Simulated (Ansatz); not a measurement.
Predict the output of the script below (Ansatz 0.2.0, Python API).

`pa_hlis.py`
```python
import ansatz as az
from ase import Atoms
import numpy as np

atoms = Atoms(['Li', 'S', 'H'], positions=[
    [1.1283, -1.1527, 0.4839],
    [-0.7787, -0.0973, -0.4338],
    [-0.3605, 1.1852, -0.0634],
])
mol = az.Crystal.molecule_from_ase(atoms)

calculation = (
    mol.calculation()
    .basis(gaussian='def2-SVP')
    .functional('hf')
    .scf(lower_state_search='off')
)
symbols = [site.symbol for site in mol.cartesian_sites]
start = np.array([site.position_ang for site in mol.cartesian_sites], dtype=float)
data = calculation.relax(force_tolerance=0.01).run(threads=1).report
end = np.array(data['positions_ang'])

away = sum((end[1] - end[j]) / np.linalg.norm(end[1] - end[j]) for j in [0, 2]) + np.array([0.15, 0.1, -0.2])
proton = end[1] + 1.4 * away / np.linalg.norm(away)
acid = az.Crystal.molecule()
for symbol, place in zip(symbols, end):
    acid = acid.atom(symbol, place.tolist())
acid = acid.atom('H', proton.tolist())
protonated = (
    acid.calculation()
    .basis(gaussian='def2-SVP')
    .functional('hf')
    .scf(lower_state_search='off')
    .charge(1)
    .relax(force_tolerance=0.01, max_steps=80)
)
after = protonated.run(threads=1).report
xyz = np.array(after['positions_ang'])
reach = np.linalg.norm(xyz[:-1] - xyz[-1], axis=1)
print(f'base {data["free_energy_ev"]:.5f} eV, protonated {after["free_energy_ev"]:.5f} eV')
print(f'the proton ends {reach.min():.3f} A from {symbols[reach.argmin()]}{reach.argmin()}')
print(f'electronic proton affinity {96.485332 * (data["free_energy_ev"] - after["free_energy_ev"]):.1f} kJ/mol')
```

```console
$ python pa_hlis.py
base -11033.32987 eV, protonated -11043.42710 eV
the proton ends 1.337 A from S1
electronic proton affinity 974.2 kJ/mol
```

Notes:
- The settings weren't tested for convergence.
- The proton is put on one chosen atom, which needn't be the most basic site, so the molecule's proton affinity can be higher; the ends are stationary points, not checked by frequencies, and zero-point and thermal terms count only where printed.
- Hartree-Fock leaves correlation out, so bond, atomisation and ionisation energies come out well too low.
- Wall time of the script: 6.4 s on 1 thread of AMD EPYC 7R43 64-Core Processor (Zen 3), with other jobs on the host, peak memory 0.17 GiB.

(Lines on the test bed's own set-up are left out of the output.)
